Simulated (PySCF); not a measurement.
Coordinates in bohr (charge 0 multiplicity 1):
```
S     1.1258   -1.9499    0.0000
S    -2.2515    0.0000    0.0000
S     1.1258    1.9499    0.0000
```

These are results of PBE0 in PySCF with S def2-TZVP; no relativity; density-fitted integrals, not measurements.

This geometry of S₃ is a stationary point at this level.

Task: What is the point group?

Result: D3h.

Task: Is it a minimum?

Result: Yes: all harmonic wavenumbers are real.

Task: Give the ideal-gas entropy at 298.15 K and 1 bar by parts.

Result: translation 165.8, rotation 89.1, vibration 7.3, spin 0.0; total 262.2 J/(mol K).

Task: What is the atomisation energy, with and without zero-point energy?

Result: 677 kJ/mol without, 667 kJ/mol with.

Other isomers or separated fragments may lie lower. At this level a singlet minimum of C2v symmetry lies 17 kJ/mol below this structure.
